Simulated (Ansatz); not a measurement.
Species, as SMILES: [F][Al][F], doublet.
Atoms: Al1, F2, F3. Bonds: Al1-F2, Al1-F3.

Basis-set convergence of the optimised Al1-F2 bond length at PBE with Ansatz (a quantum-chemistry and plane-wave program). All functions are spherical. The program fits the integrals of some runs and decomposes those of others, by size. Open shells are unrestricted. No added dispersion term, no relativity. Reference: the value in def2-QZVPPD, 1.6651 Å, itself unsure by roughly 0.0012 Å (its mean distance from pcseg-3, def2-QZVPP, cc-pV(Q+d)Z). Deviations are taken from unrounded values.

```tsv
basis	functions	optimised Al1-F2 bond length (Å)	minus reference (Å)
pcseg-0	31	1.6988	0.0337
pcseg-1	46	1.6881	0.0230
cc-pV(D+d)Z	51	1.6799	0.0148
def2-SVPD	70	1.6953	0.0302
aug-cc-pV(D+d)Z	78	1.6768	0.0117
6-311++G(2d,2p)	89	1.6746	0.0096
pcseg-2	94	1.6631	-0.0019
cc-pV(T+d)Z	99	1.6647	-0.0004
def2-TZVP	99	1.6667	0.0016
def2-TZVPD	123	1.6674	0.0023
def2-TZVPPD	128	1.6673	0.0022
cc-pCVTZ	145	1.6684	0.0033
def2-QZVPPD	208	1.6651	0.0000
```
